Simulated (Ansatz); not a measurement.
A calculation on rock-salt KCl returned lattice constant a 6.293 Å, formation enthalpy -2.238 eV/atom.

For reference: lattice constant a 6.248 Å (measured, low temperature, zero-point motion not removed; as tabulated in Doll and Stoll (1997), arXiv:cond-mat/9707218); formation enthalpy -2.263 eV/atom (measured, 298 K, no zero-point or thermal correction; as tabulated in Friedrich et al. (2018), arXiv:1811.08952).

Problem. Which level of theory produced these numbers?
(A) HSE06 (Ansatz, an electronic-structure program)
(B) PBE (Ansatz)
(C) rVV10 (Ansatz)
(D) r²SCAN (Ansatz)

Solution. D, r²SCAN (Ansatz)

The others give: rVV10 6.239 Å, -2.170 eV/atom; PBE 6.382 Å, -1.999 eV/atom; HSE06 6.345 Å, -2.088 eV/atom.

Unless a cell is named, each level is at its own relaxed cell (HSE06 31.93, PBE 32.49, r²SCAN 31.15, rVV10 30.35 Å³/atom).

Caveats: exact exchange on metals is sensitive to the k mesh and can open a false gap (HSE06). Ansatz's density-functional and Hartree–Fock values are scalar-relativistic unless marked +SOC, with PAW data made under PBE.
